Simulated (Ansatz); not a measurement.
Geometry optimisation, Ansatz, RKS r2SCAN/def2-SVP.

The input (input.yaml):

```yaml
crystal:
  periodic: [false, false, false]
  atoms:
    - { symbol: C, position_ang: [-0.62925, 0.89325, -0.3749] }
    - { symbol: Si, position_ang: [0.75372, -0.20496, 0.23083] }
    - { symbol: O, position_ang: [2.22687, 0.28562, 0.45623] }
    - { symbol: H, position_ang: [-1.57272, 0.34399, -0.46143] }
    - { symbol: H, position_ang: [-0.40903, 1.32439, -1.35401] }
    - { symbol: H, position_ang: [-0.80133, 1.73836, 0.29532] }
    - { symbol: H, position_ang: [0.77549, -1.6005, 0.59241] }
    - { symbol: H, position_ang: [2.79744, 1.05453, 0.39612] }
total_charge: 1
basis:
  gaussian: { orbitals: def2-SVP }
hamiltonian:
  xc: r2scan
relax:
  f_tol: 0.015
  max_steps: 40
```

Launched with:

```bash
$ ansatz run input.yaml --threads 1 --pin off --max-ram 2048MiB --backend cpu --events-out ev --progress --plain --runs-dir out
```

Task: Where does it end, and by what steps?

Result: It converged. Limits of this set-up: the dipole of an ion depends on the origin. After 5 steps the energy has fallen by 0.112 eV; H8 moved furthest, 0.18 Å.

| step | energy less start (eV) | largest force component (eV/Å) | accepted |
| --- | --- | --- | --- |
| 0 | 0.0000 | 1.047 | yes |
| 1 | -0.0810 | 0.466 | yes |
| 2 | -0.0949 | 0.200 | yes |
| 3 | -0.1074 | 0.384 | yes |
| 4 | -0.1108 | 0.265 | yes |
| 5 | -0.1122 | 0.013 | yes |

```xyz
8
Properties=species:S:1:pos:R:3
C -0.583 0.876 -0.359
Si 0.757 -0.199 0.232
O 2.260 0.286 0.463
H -1.524 0.309 -0.445
H -0.331 1.306 -1.346
H -0.736 1.722 0.334
H 0.632 -1.624 0.568
H 2.666 1.159 0.335
```

Whether the end is a true minimum wasn't checked by a vibrational analysis.

Run time: 18 s on 1 thread of Intel(R) Xeon(R) Platinum 8259CL CPU @ 2.50GHz (Skylake/Cascade Lake), on a shared host, peak memory 0.16 GiB.
